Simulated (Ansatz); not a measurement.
Ansatz (a first-principles code) input (BLYP/def2-TZVPD):

Ansatz 0.2 input:
```yaml
crystal:
  periodic: [false, false, false]
  atoms:
    - {symbol: O, position_ang: [-0.00000000, -0.00000000, -0.71416636]}
    - {symbol: F, position_ang: [0.00000000, 0.00000000, 0.63481454]}
basis:
  gaussian:
    orbitals: def2-TZVPD
hamiltonian:
  xc: {name: BLYP}
magnetization: {spin_polarized: true, initial_magnetization: 1}
output: {forces: true}
```

End of the output:

```
integrals: 0.01 GiB planned
381 factors; their error is unknown
mean field: 0.16 GiB planned
mean field evaluation 1: about -4759.5082 eV, gradient 2.0e1 eV
mean field evaluation 2: about -4753.8054 eV, gradient 4.5e1 eV
mean field evaluation 4: about -4760.7489 eV, gradient 2.4e0 eV
mean field evaluation 8: about -4760.7594 eV, gradient 2.6e-2 eV
mean field evaluation 16: about -4760.5881 eV, gradient 7.8e0 eV
mean field -4760.75939380 eV, -174.9546807636 hartree, gradient 5.6e-6 eV, S^2 0.752195; 1 other end points of the search recorded, 0 dependent functions left out
the calculation of the forces begins
reference -4760.75966169 eV, -174.9546906085 hartree; 9, 8 occupied and 71, 72 virtual orbitals, 381 factors
Total energy: -4760.75966169 eV, -174.9546906085 hartree
Atom 0 at    -0.000000    -0.000000    -0.714166 Å, force     0.000000     0.000000    -1.120481 eV/Å
Atom 1 at     0.000000     0.000000     0.634815 Å, force    -0.000000    -0.000000     1.120481 eV/Å
Dipole moment:     0.000000     0.000000     0.040590 e Å
```
